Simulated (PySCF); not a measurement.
AlCl3. Atoms are numbered in the order given.

```xyz
4

Al     0.0000     0.0000     0.0000
Cl     2.0846     0.0000     0.0000
Cl    -1.0423    -1.8053     0.0000
Cl    -1.0423     1.8053     0.0000
```

The structure is a stationary point at B3LYP-D3(BJ)/def2-SVP. The isomer is the one that the SMILES or the coordinates give; other isomers of the formula were not compared.

Level of theory: CAM-B3LYP/def2-TZVPD (PySCF).

Mulliken values depend strongly on the basis, most of all with diffuse functions as here. ESP charges are fitted to the potential on shells at 1.4 to 2.0 van der Waals radii. Atomic charges (e):

```tsv
atom	ESP fit	IAO	Mulliken
Al1	…	1.01	0.46
Cl2	…	-0.34	-0.15
Cl3	…	-0.34	-0.15
Cl4	…	-0.34	-0.15
```

**Question.** What belongs in the gaps? (Estimate from the structure and the level; the computed values follow.)

**Answer.** 
- Al1, ESP fit: 0.66
- Cl2, ESP fit: -0.22
- Cl3, ESP fit: -0.22
- Cl4, ESP fit: -0.22
